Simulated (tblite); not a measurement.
Compound: C2HF2O2 (doublet state).
Bonds: O1–C2 (double), C2–O3, O3–C4, C4–F5, C4–F6. Hydrogens: H7 on C2.

The geometry is computed with GFN2-xTB (gas phase). This method treats the open shell by occupation alone, without spin polarisation.

(1) List the bond lengths, angles and torsions at this level.

Results:

(1) 
```csv
bond,length (Å),order
O1=C2,1.189,double
C2–O3,1.359,single
O3–C4,1.333,single
"C4–F5, C4–F6",1.327,single
C2–H7,1.097,single
```

Bonds in one row agree within 0.01 Å and their mean is given. Orders are formal, as drawn. A selection of angles:
```csv
angle,degrees
O1–C2–O3,126.4
O1–C2–H7,127.0
O3–C2–H7,106.6
C2–O3–C4,124.6
O3–C4–F5,120.4
O3–C4–F6,113.2
F5–C4–F6,110.9
```

Dihedral angles: O1–C2–O3–C4 -2° (synperiplanar); C2–O3–C4–F5 28° (synperiplanar). The mirror-image conformer, all signs reversed, is as good.

The 3 C–O bonds span 1.189 Å (O1=C2, drawn double) to 1.359 Å (C2–O3, drawn single), a spread of 0.170 Å. C4 (carbon bonded to 2 F and O) is pyramidal (angles 120.4°, 113.2° and 110.9°, sum 344.5°, 0.31 Å off the plane of its three neighbours). C2 (carbon bonded to 2 O and H) is planar (angles 127.0°, 126.4° and 106.6°, sum 360.0°, 0.00 Å off the plane of its three neighbours). Of the pairs four or more bonds apart, O1···F5 is among the closest relative to their van der Waals radii: 2.73 Å, 91 % of the sum of Bondi's values.

Point group: C1 (no symmetry element, even within 0.4 Å). Its GFN2-xTB frequencies are all real (lowest 42 cm⁻¹).
